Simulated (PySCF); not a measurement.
Compound: C₃H₃F₃.
InChI=1S/C3H3F3/c1-2(4)3(5)6/h3H,1H2

Theory: MP2 and CCSD/aug-cc-pVDZ in PySCF, restricted Hartree–Fock reference, 6 core orbitals frozen, non-relativistic, gas phase, PBE0-D3(BJ)/def2-SVP geometry.

E(HF) = -413.68607 Eh.

Problem. How large is the problem?

Solution. 165 basis functions and 48 electrons; 6 orbitals frozen, which leaves o = 18 correlated occupied and v = 141 virtual orbitals. That is o·v = 2538 singles and o·v(o·v + 1)/2 = 3221991 distinct closed-shell doubles amplitudes before symmetry; the costliest CCSD step grows as o²v⁴ = 1.3 × 10^11.

Problem. What are the MP2 and CCSD correlation energies?

Solution. MP2 -1.0128 Eh and CCSD -1.0437 Eh, which gives totals of -414.69888 and -414.72982 Eh. That is 0.789 eV for each correlated electron at CCSD (2740 kJ/mol in all, 0.252 % of the total energy); MP2 gives 97.0 % of the CCSD value.

Problem. What is the T1 diagnostic?

Solution. 0.0134, below the customary warning level of 0.02. It is the norm of the spatial-orbital singles amplitudes over the root of the number of correlated electrons, so the norm is 0.080.

Problem. How does correlation change the dipole moment?

Solution. HF gives 1.81 D and CCSD (unrelaxed density) 1.60 D, a change of -0.21 D.

Connected triples and the basis-set limit are missing.

The job also held the EOM ionisation roots. On one thread, Arm Neoverse V1, no GPU, on a shared host, this took 9.9 min of wall time.

Shape of the structure used: `[CH2:1]=[C:2]([F:3])[CH:4]([F:5])[F:6]`: C1–C2–C4–F5 2°.

One conformer stands for the species.
